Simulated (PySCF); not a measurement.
**Spin-rotation constants: `c1ccsc1`, C4H4S**

Geometry (Å), atoms numbered from 1 in this order:
```xyz
9

C    -0.7619   -0.6660   -0.0255
C     0.6606   -0.7358   -0.0256
C     1.2443    0.5040   -0.0088
S     0.0689    1.7549    0.0066
C    -1.2227    0.6243   -0.0089
H    -1.4190   -1.5366   -0.0375
H     1.2294   -1.6665   -0.0377
H     2.3057    0.7484   -0.0050
H    -2.2550    0.9716   -0.0049
```

The calculation used GIAO HCTH407/aug-pcSseg-1 magnetisability, rotational g tensor and spin-rotation constants, non-relativistic, gas phase in PySCF. Geometry: PBE0-D3(BJ)/def2-SVP.

Q: Give the nuclear spin-rotation constants along the inertial axes (H = +C I·J) beside the isotropic shieldings.

A: Rotational constants 8.0444, 5.4096, 3.2345 GHz. A star marks the isotopologue with that one atom substituted, in its own axes.
```
atom  isotope  Caa (kHz)  Cbb (kHz)  Ccc (kHz)  mean (kHz)  σ (ppm)
  H6       1H      0.300     -0.144     -0.315      -0.053     24.1
  H7       1H      0.302     -0.145     -0.315      -0.053     24.1
  H8       1H     -0.677      0.512     -0.333      -0.166     24.1
  H9       1H     -0.676      0.511     -0.333      -0.166     24.1
  C1     13C*      3.127      2.145      0.481       1.918     55.9
  C3     13C*      2.594      2.470      0.513       1.859     55.5
  S4     33S*      3.429      1.996      0.955       2.127    268.9
```
For the geometry as given, no vibrational averaging.
